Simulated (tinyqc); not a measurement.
Worked calculation (part 2 of 2): ROHF in the sto-6g basis, for H2O, spin multiplicity 3. Computed by tinyqc, a small Python program that keeps every step (integrals from PySCF). Command: `OMP_NUM_THREADS=1 python tinyqc.py 21358 21359 out.jsonl` (the two numbers bound the seeds that draw the settings). One thread of a shared host (Intel(R) Xeon(R) Processor @ 2.60GHz), about 0.2 s of CPU time with the checks.

Geometry (angstrom):
```
atom         x          y         z
O     0.000000   0.000000  0.000000
H     0.000000   0.924000  0.571000
H     0.000000  -0.924000  0.571000
```

## Iteration 2: building the Fock matrix

D(alpha) after iteration 1:
```
            1O 1s      1O 2s    1O 2px     1O 2py     1O 2pz      2H 1s      3H 1s
1O 1s    1.063849  -0.301002  0.000000   0.000000  -0.025231   0.069490   0.069490
1O 2s   -0.301002   1.492256  0.000000   0.000000   0.193555  -0.533081  -0.533081
1O 2px   0.000000   0.000000  1.000000   0.000000   0.000000   0.000000   0.000000
1O 2py   0.000000   0.000000  0.000000   0.500550   0.000000   0.247909  -0.247909
1O 2pz  -0.025231   0.193555  0.000000   0.000000   1.085962  -0.236754  -0.236754
2H 1s    0.069490  -0.533081  0.000000   0.247909  -0.236754   0.774843   0.529277
3H 1s    0.069490  -0.533081  0.000000  -0.247909  -0.236754   0.529277   0.774843
```

D(beta) after iteration 1:
```
            1O 1s      1O 2s    1O 2px     1O 2py     1O 2pz      2H 1s      3H 1s
1O 1s    1.052875  -0.228091  0.000000   0.000000   0.043267  -0.008254  -0.008254
1O 2s   -0.228091   1.007836  0.000000   0.000000  -0.261539  -0.016551  -0.016551
1O 2px   0.000000   0.000000  0.000000   0.000000   0.000000   0.000000   0.000000
1O 2py   0.000000   0.000000  0.000000   0.500550   0.000000   0.247909  -0.247909
1O 2pz   0.043267  -0.261539  0.000000   0.000000   0.658419   0.248506   0.248506
2H 1s   -0.008254  -0.016551  0.000000   0.247909   0.248506   0.224073  -0.021492
3H 1s   -0.008254  -0.016551  0.000000  -0.247909   0.248506  -0.021492   0.224073
```

core Hamiltonian H = T + V (hartree):
```
             1O 1s      1O 2s     1O 2px     1O 2py     1O 2pz      2H 1s      3H 1s
1O 1s   -32.905488  -7.272526   0.000000   0.000000  -0.013410  -1.304959  -1.304959
1O 2s    -7.272526  -9.126203   0.000000   0.000000  -0.154577  -2.973622  -2.973622
1O 2px    0.000000   0.000000  -7.374957   0.000000   0.000000   0.000000   0.000000
1O 2py    0.000000   0.000000   0.000000  -7.509879   0.000000  -1.840379   1.840379
1O 2pz   -0.013410  -0.154577   0.000000   0.000000  -7.426481  -1.175459  -1.175459
2H 1s    -1.304959  -2.973622   0.000000  -1.840379  -1.175459  -4.569571  -0.930928
3H 1s    -1.304959  -2.973622   0.000000   1.840379  -1.175459  -0.930928  -4.569571
```

nuclear repulsion = 8.08130951 hartree

Given earlier and not repeated: Two-electron integrals (ij|kl) in chemists' order.

J_ij = sum D_kl (ij|kl) with D = D(alpha) + D(beta), K_ij = sum D_kl (ik|jl) for each spin; F = H + J - K(s); E = tr D H + tr D J / 2 - 0.5 sum_s tr D(s) K(s) + E_nn.

Coulomb J (hartree):
```
            1O 1s     1O 2s    1O 2px     1O 2py    1O 2pz     2H 1s      3H 1s
1O 1s   17.172853  3.037850  0.000000   0.000000  0.005865  0.557709   0.557709
1O 2s    3.037850  7.997112  0.000000   0.000000  0.090895  2.615386   2.615386
1O 2px   0.000000  0.000000  7.929557   0.000000  0.000000  0.000000   0.000000
1O 2py   0.000000  0.000000  0.000000   8.031361  0.000000  1.783053  -1.783053
1O 2pz   0.005865  0.090895  0.000000   0.000000  8.030416  1.130317   1.130317
2H 1s    0.557709  2.615386  0.000000   1.783053  1.130317  4.764543   0.830153
3H 1s    0.557709  2.615386  0.000000  -1.783053  1.130317  0.830153   4.764543
```

exchange K(alpha) (hartree):
```
           1O 1s     1O 2s    1O 2px     1O 2py    1O 2pz     2H 1s      3H 1s
1O 1s   4.933741  0.777709  0.000000   0.000000  0.002358  0.153314   0.153314
1O 2s   0.777709  1.393716  0.000000   0.000000  0.036505  0.471362   0.471362
1O 2px  0.000000  0.000000  1.173618   0.000000  0.000000  0.000000   0.000000
1O 2py  0.000000  0.000000  0.000000   0.971449  0.000000  0.343501  -0.343501
1O 2pz  0.002358  0.036505  0.000000   0.000000  1.186919  0.182973   0.182973
2H 1s   0.153314  0.471362  0.000000   0.343501  0.182973  0.709843   0.180866
3H 1s   0.153314  0.471362  0.000000  -0.343501  0.182973  0.180866   0.709843
```

exchange K(beta) (hartree):
```
           1O 1s      1O 2s    1O 2px     1O 2py     1O 2pz     2H 1s      3H 1s
1O 1s   4.882064   0.726887  0.000000   0.000000   0.000652  0.143083   0.143083
1O 2s   0.726887   1.132369  0.000000   0.000000  -0.061613  0.421460   0.421460
1O 2px  0.000000   0.000000  0.261623   0.000000   0.000000  0.000000   0.000000
1O 2py  0.000000   0.000000  0.000000   0.899424   0.000000  0.315649  -0.315649
1O 2pz  0.000652  -0.061613  0.000000   0.000000   0.935493  0.218058   0.218058
2H 1s   0.143083   0.421460  0.000000   0.315649   0.218058  0.496289   0.116578
3H 1s   0.143083   0.421460  0.000000  -0.315649   0.218058  0.116578   0.496289
```

F(alpha) (hartree):
```
             1O 1s      1O 2s     1O 2px     1O 2py     1O 2pz      2H 1s      3H 1s
1O 1s   -20.666376  -5.012384   0.000000   0.000000  -0.009902  -0.900565  -0.900565
1O 2s    -5.012384  -2.522807   0.000000   0.000000  -0.100186  -0.829597  -0.829597
1O 2px    0.000000   0.000000  -0.619018   0.000000   0.000000   0.000000   0.000000
1O 2py    0.000000   0.000000   0.000000  -0.449968   0.000000  -0.400827   0.400827
1O 2pz   -0.009902  -0.100186   0.000000   0.000000  -0.582985  -0.228116  -0.228116
2H 1s    -0.900565  -0.829597   0.000000  -0.400827  -0.228116  -0.514871  -0.281642
3H 1s    -0.900565  -0.829597   0.000000   0.400827  -0.228116  -0.281642  -0.514871
```

F(beta) (hartree):
```
             1O 1s      1O 2s    1O 2px     1O 2py     1O 2pz      2H 1s      3H 1s
1O 1s   -20.614699  -4.961563  0.000000   0.000000  -0.008197  -0.890333  -0.890333
1O 2s    -4.961563  -2.261460  0.000000   0.000000  -0.002069  -0.779695  -0.779695
1O 2px    0.000000   0.000000  0.292977   0.000000   0.000000   0.000000   0.000000
1O 2py    0.000000   0.000000  0.000000  -0.377943   0.000000  -0.372975   0.372975
1O 2pz   -0.008197  -0.002069  0.000000   0.000000  -0.331558  -0.263201  -0.263201
2H 1s    -0.890333  -0.779695  0.000000  -0.372975  -0.263201  -0.301318  -0.217353
3H 1s    -0.890333  -0.779695  0.000000   0.372975  -0.263201  -0.217353  -0.301318
```

total energy of this density = -75.40516451 hartree

## Iteration 2: Roothaan effective Fock matrix

overlap S:
```
           1O 1s     1O 2s    1O 2px     1O 2py    1O 2pz     2H 1s      3H 1s
1O 1s   1.000000  0.231145  0.000000   0.000000  0.000000  0.041199   0.041199
1O 2s   0.231145  1.000000  0.000000   0.000000  0.000000  0.396451   0.396451
1O 2px  0.000000  0.000000  1.000000   0.000000  0.000000  0.000000   0.000000
1O 2py  0.000000  0.000000  0.000000   1.000000  0.000000  0.293776  -0.293776
1O 2pz  0.000000  0.000000  0.000000   0.000000  1.000000  0.181543   0.181543
2H 1s   0.041199  0.396451  0.000000   0.293776  0.181543  1.000000   0.152438
3H 1s   0.041199  0.396451  0.000000  -0.293776  0.181543  0.152438   1.000000
```

With projectors Pc = D(beta) S, Po = (D(alpha) - D(beta)) S, Pv = 1 - D(alpha) S, the block xy is Px^T F Py; with Fc = (F(alpha) + F(beta))/2, the blocks are Fc for cc, oo, vv and cv, F(beta) for co and F(alpha) for ov.

effective F (hartree):
```
             1O 1s      1O 2s     1O 2px     1O 2py     1O 2pz      2H 1s      3H 1s
1O 1s   -20.640632  -4.986483   0.000000   0.000000  -0.005570  -0.900032  -0.900032
1O 2s    -4.986483  -2.382345   0.000000   0.000000  -0.026156  -0.828652  -0.828652
1O 2px    0.000000   0.000000  -0.163020   0.000000   0.000000   0.000000   0.000000
1O 2py    0.000000   0.000000   0.000000  -0.413955   0.000000  -0.386901   0.386901
1O 2pz   -0.005570  -0.026156   0.000000   0.000000  -0.435141  -0.243839  -0.243839
2H 1s    -0.900032  -0.828652   0.000000  -0.386901  -0.243839  -0.444872  -0.286275
3H 1s    -0.900032  -0.828652   0.000000   0.386901  -0.243839  -0.286275  -0.444872
```

## Iteration 2: diagonalisation and new density

X:
```
            1O 1s      1O 2s    1O 2px     1O 2py     1O 2pz      2H 1s      3H 1s
1O 1s    1.022423  -0.133484  0.000000   0.000000  -0.006201   0.017936   0.017936
1O 2s   -0.133484   1.166940  0.000000   0.000000   0.065533  -0.232804  -0.232804
1O 2px   0.000000   0.000000  1.000000   0.000000   0.000000   0.000000   0.000000
1O 2py   0.000000   0.000000  0.000000   1.087415   0.000000  -0.191392   0.191392
1O 2pz  -0.006201   0.065533  0.000000   0.000000   1.029400  -0.104798  -0.104798
2H 1s    0.017936  -0.232804  0.000000  -0.191392  -0.104798   1.134916  -0.051811
3H 1s    0.017936  -0.232804  0.000000   0.191392  -0.104798  -0.051811   1.134916
```

Diagonalise F' = X^T F X, C = X C', fill 6 alpha and 4 beta electrons from the bottom; D(s) = C_occ C_occ^T. Each column has its largest component positive (the first on a tie).

F' = X^T F X (hartree):
```
            1          2          3          4          5          6          7
1  -20.316476  -2.498562   0.000000   0.000000  -0.024633  -0.135984  -0.135984
2   -2.498562  -1.340009   0.000000   0.000000   0.105042  -0.400575  -0.400575
3    0.000000   0.000000  -0.163020   0.000000   0.000000   0.000000   0.000000
4    0.000000   0.000000   0.000000  -0.179018   0.000000  -0.405451   0.405451
5   -0.024633   0.105042   0.000000   0.000000  -0.361948  -0.205189  -0.205189
6   -0.135984  -0.400575   0.000000  -0.405451  -0.205189  -0.041820  -0.139645
7   -0.135984  -0.400575   0.000000   0.405451  -0.205189  -0.139645  -0.041820
```

orbital energies (hartree): MO1 -20.643344, MO2 -1.279749, MO3 -0.630463, MO4 -0.517983, MO5 -0.163020, MO6 0.241179, MO7 0.549270

coefficients C:
```
              MO1        MO2        MO3        MO4       MO5        MO6        MO7
1O 1s    0.996971  -0.230818   0.000000   0.059947  0.000000   0.114135   0.000000
1O 2s    0.013653   0.906089   0.000000  -0.343370  0.000000  -0.743754   0.000000
1O 2px   0.000000   0.000000   0.000000   0.000000  1.000000   0.000000   0.000000
1O 2py   0.000000   0.000000   0.686951   0.000000  0.000000   0.000000   0.885342
1O 2pz   0.001119   0.030051   0.000000   0.842506  0.000000  -0.612569   0.000000
2H 1s   -0.002383   0.128944   0.368717   0.261820  0.000000   0.752913  -0.777714
3H 1s   -0.002383   0.128944  -0.368717   0.261820  0.000000   0.752913   0.777714
```

D(alpha) after iteration 2:
```
            1O 1s      1O 2s    1O 2px     1O 2py     1O 2pz      2H 1s      3H 1s
1O 1s    1.063849  -0.301002  0.000000   0.000000  -0.025231   0.069490   0.069490
1O 2s   -0.301002   1.492256  0.000000   0.000000   0.193555  -0.533081  -0.533081
1O 2px   0.000000   0.000000  1.000000   0.000000   0.000000   0.000000   0.000000
1O 2py   0.000000   0.000000  0.000000   0.471902   0.000000   0.253290  -0.253290
1O 2pz  -0.025231   0.193555  0.000000   0.000000   1.085962  -0.236754  -0.236754
2H 1s    0.069490  -0.533081  0.000000   0.253290  -0.236754   0.788012   0.516108
3H 1s    0.069490  -0.533081  0.000000  -0.253290  -0.236754   0.516108   0.788012
```

D(beta) after iteration 2:
```
            1O 1s      1O 2s    1O 2px     1O 2py     1O 2pz      2H 1s      3H 1s
1O 1s    1.050823  -0.216114  0.000000   0.000000   0.044684  -0.016443  -0.016443
1O 2s   -0.216114   0.939086  0.000000   0.000000  -0.262046   0.026901   0.026901
1O 2px   0.000000   0.000000  0.000000   0.000000   0.000000   0.000000   0.000000
1O 2py   0.000000   0.000000  0.000000   0.471902   0.000000   0.253290  -0.253290
1O 2pz   0.044684  -0.262046  0.000000   0.000000   0.710721   0.224457   0.224457
2H 1s   -0.016443   0.026901  0.000000   0.253290   0.224457   0.221134  -0.050770
3H 1s   -0.016443   0.026901  0.000000  -0.253290   0.224457  -0.050770   0.221134
```

## Iteration 7 (converged): orbitals

converged F (hartree):
```
             1O 1s      1O 2s     1O 2px     1O 2py     1O 2pz      2H 1s      3H 1s
1O 1s   -20.665308  -4.991332   0.000000   0.000000  -0.005535  -0.901097  -0.901097
1O 2s    -4.991332  -2.382392   0.000000   0.000000  -0.027729  -0.833246  -0.833246
1O 2px    0.000000   0.000000  -0.173478   0.000000   0.000000   0.000000   0.000000
1O 2py    0.000000   0.000000   0.000000  -0.405311   0.000000  -0.389589   0.389589
1O 2pz   -0.005535  -0.027729   0.000000   0.000000  -0.471547  -0.242025  -0.242025
2H 1s    -0.901097  -0.833246   0.000000  -0.389589  -0.242025  -0.449223  -0.281312
3H 1s    -0.901097  -0.833246   0.000000   0.389589  -0.242025  -0.281312  -0.449223
```

As before.

F' = X^T F X (hartree):
```
            1          2          3          4          5          6          7
1  -20.340987  -2.500978   0.000000   0.000000  -0.024163  -0.135809  -0.135809
2   -2.500978  -1.334584   0.000000   0.000000   0.101104  -0.406368  -0.406368
3    0.000000   0.000000  -0.173478   0.000000   0.000000   0.000000   0.000000
4    0.000000   0.000000   0.000000  -0.167241   0.000000  -0.408801   0.408801
5   -0.024163   0.101104   0.000000   0.000000  -0.401383  -0.199429  -0.199429
6   -0.135809  -0.406368   0.000000  -0.408801  -0.199429  -0.045065  -0.132847
7   -0.135809  -0.406368   0.000000   0.408801  -0.199429  -0.132847  -0.045065
```

orbital energies (hartree): MO1 -20.667992, MO2 -1.281194, MO3 -0.631756, MO4 -0.540369, MO5 -0.173478, MO6 0.234689, MO7 0.552297

coefficients C:
```
              MO1        MO2        MO3        MO4       MO5        MO6        MO7
1O 1s    0.996990  -0.230169   0.000000   0.057190  0.000000   0.116670   0.000000
1O 2s    0.013564   0.902437   0.000000  -0.322776  0.000000  -0.757294   0.000000
1O 2px   0.000000   0.000000   0.000000   0.000000  1.000000   0.000000   0.000000
1O 2py   0.000000   0.000000   0.678157   0.000000  0.000000   0.000000   0.892097
1O 2pz   0.001109   0.032415   0.000000   0.862184  0.000000  -0.584422   0.000000
2H 1s   -0.002352   0.132216   0.376395   0.236133  0.000000   0.760798  -0.774028
3H 1s   -0.002352   0.132216  -0.376395   0.236133  0.000000   0.760798   0.774028
```

D(alpha) after iteration 7:
```
            1O 1s      1O 2s    1O 2px     1O 2py     1O 2pz      2H 1s      3H 1s
1O 1s    1.063849  -0.301002  0.000000   0.000000  -0.025231   0.069490   0.069490
1O 2s   -0.301002   1.492256  0.000000   0.000000   0.193555  -0.533081  -0.533081
1O 2px   0.000000   0.000000  1.000000   0.000000   0.000000   0.000000   0.000000
1O 2py   0.000000   0.000000  0.000000   0.459896   0.000000   0.255255  -0.255255
1O 2pz  -0.025231   0.193555  0.000000   0.000000   1.085962  -0.236754  -0.236754
2H 1s    0.069490  -0.533081  0.000000   0.255255  -0.236754   0.793733   0.510387
3H 1s    0.069490  -0.533081  0.000000  -0.255255  -0.236754   0.510387   0.793733
```

D(beta) after iteration 7:
```
            1O 1s      1O 2s    1O 2px     1O 2py     1O 2pz      2H 1s      3H 1s
1O 1s    1.050237  -0.212649  0.000000   0.000000   0.042954  -0.019272  -0.019272
1O 2s   -0.212649   0.918761  0.000000   0.000000  -0.249025   0.043067   0.043067
1O 2px   0.000000   0.000000  0.000000   0.000000   0.000000   0.000000   0.000000
1O 2py   0.000000   0.000000  0.000000   0.459896   0.000000   0.255255  -0.255255
1O 2pz   0.042954  -0.249025  0.000000   0.000000   0.744413   0.207873   0.207873
2H 1s   -0.019272   0.043067  0.000000   0.255255   0.207873   0.214918  -0.068427
3H 1s   -0.019272   0.043067  0.000000  -0.255255   0.207873  -0.068427   0.214918
```

## Convergence

Stop when the energy changes by less than 1e-08 hartree and every element of the error matrix X^T (F D S - S D F) X is below 3e-05.

Course of the cycle:
```
iteration   E (hartree)     change  largest element of the error matrix
1          -74.50205743          -                             5.46e-01
2          -75.40516451  -9.03e-01                             3.91e-02
3          -75.41139232  -6.23e-03                             9.85e-03
4          -75.41205254  -6.60e-04                             2.47e-03
5          -75.41208527  -3.27e-05                             3.06e-04
6          -75.41208558  -3.11e-07                             6.18e-06
7          -75.41208558  -2.06e-10                             3.04e-07
```

PySCF ROHF in the same basis = -75.41208558 hartree

Converged in 7 iterations.

## Populations, bond orders and dipole

Mulliken: Z minus the diagonal of D S on the atom; Loewdin: the same with S^(1/2) D S^(1/2); Mayer order: 2 sum_s sum (D(s) S)_ij (D(s) S)_ji over the two atoms.

Charges (e):
```
atom   Mulliken    Loewdin  Mulliken spin
1O     0.057115   0.119431       1.276858
2H    -0.028557  -0.059716       0.361571
3H    -0.028557  -0.059716       0.361571
```

Mayer bond orders:
```
pair     order
2-1   0.676064
3-1   0.676064
3-2   0.192387
```

dipole moment about the origin, x y z (debye): 0.000000  0.000000  0.051777
